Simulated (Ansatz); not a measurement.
```yaml
crystal:
  periodic: [false, false, false]
  atoms:
    - {symbol: Nb, position_ang: [0.000000, 0.000000, 0.000000]}
    - {symbol: H, position_ang: [0.000000, 0.000000, 1.760000]}
basis:
  gaussian: {orbitals: def2-TZVP}
magnetization: {spin_polarized: true, initial_magnetization: 2}
hamiltonian: {xc: pbe0}
relax: {f_tol: 0.004, max_steps: 80}
```

```sh
$ ansatz run in.yaml --threads 1 --pin off --events-out ev --progress --plain --max-ram 2176MiB
```

Steps of the relaxation (energy above the last step; positions in Å, forces in eV/Å):

```
2
step 1, 0.2 meV
Nb    0.000    0.000    0.000    0.000    0.000    0.071
H     0.000    0.000    1.760    0.000    0.000   -0.071
```

```
2
step 2, 0.1 meV
Nb    0.000    0.000    0.005    0.000    0.000   -0.045
H     0.000    0.000    1.755    0.000    0.000    0.045
```

```
2
step 3, 0.0 meV
Nb    0.000    0.000    0.003    0.000    0.000   -0.001
H     0.000    0.000    1.757    0.000    0.000    0.001
```

Close pairs at the end: Nb1–H2 1.754 Å.

A stationary point of unrestricted PBE0 after 3 steps, with ⟨S²⟩ = 2.824 against 2.00 for a pure state. 49 s on 1 thread of Intel Xeon Platinum 8259CL, shared host.
